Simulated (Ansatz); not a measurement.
# SiP+ (singlet): wave-function methods side by side, cc-pVDZ

The task here is to estimate one member of a computed series from the others.

The runs use Ansatz 0.2.0, Gaussian basis; cc-pVDZ, core rule «outside noble gas», up to 10 orbitals frozen.

Plan: UHF; CCSD(T) on RHF; CCSD(T) on UHF; BCCD(T) on RHF; CISD; CCSDT(Q) on RHF; CCSDT(Q) on UHF; CISDTQ; CCSDTQ on RHF; CCSDTQ on UHF; CASSCF and MRCISD+Q, 8 electrons in 8 orbitals; CASSCF and NEVPT2, 8 electrons in 8 orbitals; Full CI.

2 further runs of the same task are left out: 2 set aside as unsound or not needed.

## The system

The geometry is a PBE0/def2-TZVP stationary point (not a proven minimum) of the parent state, kept for this charge and spin.

2 atoms, charge 1, spin multiplicity 1.

Atoms are counted from 1 here; the program's logs count them from 0.

Bond lengths: Si1–P2 2.217 Å.

Coordinates:

```xyz
2

Si    0.0000    0.0000    0.0000
P     0.0000    0.0000    2.2166
```

The first run:

Contents of in.yaml:

```yaml
crystal:
  periodic: [false, false, false]
  atoms:
    - {symbol: Si, position_ang: [0.000000, 0.000000, 0.000000]}
    - {symbol: P, position_ang: [0.000000, 0.000000, 2.216600]}
basis:
  gaussian: {orbitals: cc-pVDZ}
total_charge: 1
magnetization: {spin_polarized: true, initial_magnetization: 0}
hamiltonian: {xc: hf}
output: {orbitals: {seedname: orbitals}}
```

Started as:

```sh
$ ansatz run in.yaml --threads 1 --pin off --events-out ev --progress --plain --max-ram 4096MiB --backend cpu
```

Among the steps run: UHF; CCSD(T) on RHF; CCSD(T) on UHF; BCCD(T) on RHF; CISD; CCSDT(Q) on RHF; CCSDT(Q) on UHF; CISDTQ; CCSDTQ on RHF; CCSDTQ on UHF; CASSCF and MRCISD+Q, 8 electrons in 8 orbitals; CASSCF and NEVPT2, 8 electrons in 8 orbitals; Full CI.

One of the session's tables, all rows but one given; the rest of the session is left out.

| method | from FCI (kcal/mol) |
| --- | --- |
| RHF | +126.71 |
| RMP2 | ? |
| CISD | +20.55 |
| RCCSD | +10.37 |
| RCCSD(T) | +4.98 |
| BCCD(T) | +5.04 |
| RCCSDT | +2.09 |
| CISDTQ | +2.77 |
| RCCSDT(Q) | +0.20 |
| RCCSDTQ | +0.11 |
| FCI | 0 |

Estimate the missing values for RMP2.

**Answer.** from FCI (kcal/mol): +35.77. In the column «from FCI (kcal/mol)» it lies between CISD (+20.55) and RHF (+126.71).

Caveats from the session: The report flags that the cluster equations may have other roots. Left out of the table: CASSCF valence, NEVPT2 valence, MRCISD valence, MRCISD+Q valence (the active space lost an orbital or holds another state than full CI finds). Left out of the table: UHF, UMP2, UCCSD, UCCSD(T), UCCSDT, UCCSDT(Q), UCCSDTQ (another determinant or state than the rows shown). The program flags RCCSDT(Q), RCCSDTQ as in doubt, so those rows may rest on another solution; read them beside their warnings.
